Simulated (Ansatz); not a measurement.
A calculation on hcp Ti returned lattice constant a 2.931 Å, lattice parameter c 4.633 Å.

For reference: lattice constant a 2.950 Å (measured, 293 K, not corrected to a static lattice; as tabulated in Wikipedia's data pages); lattice parameter c 4.683 Å (measured, 293 K, not corrected to a static lattice; as tabulated in Wikipedia's data pages).

**Question.** Which level of theory produced these numbers?
(A) PBEsol (Ansatz, a quantum-chemistry and plane-wave program)
(B) Hartree–Fock (Ansatz)
(C) r²SCAN-D4 (Ansatz)
(D) PBE-D3(BJ) (Ansatz)

**Answer.** C, r²SCAN-D4 (Ansatz)

The others give: PBEsol 2.901 Å, 4.590 Å; Hartree–Fock 2.981 Å, 4.707 Å; PBE-D3(BJ) 2.887 Å, 4.577 Å.

Unless a cell is named, each level is at its own relaxed cell (Hartree–Fock 18.11, PBE-D3(BJ) 16.52, PBEsol 16.73, r²SCAN-D4 17.24 Å³/atom).

The crystal itself was run without spin with PBEsol, Hartree–Fock, PBE-D3(BJ), r²SCAN-D4; a magnetic state was not tried in these runs.

Ansatz's density-functional and Hartree–Fock values are scalar-relativistic unless marked +SOC, with PAW data made under PBE.
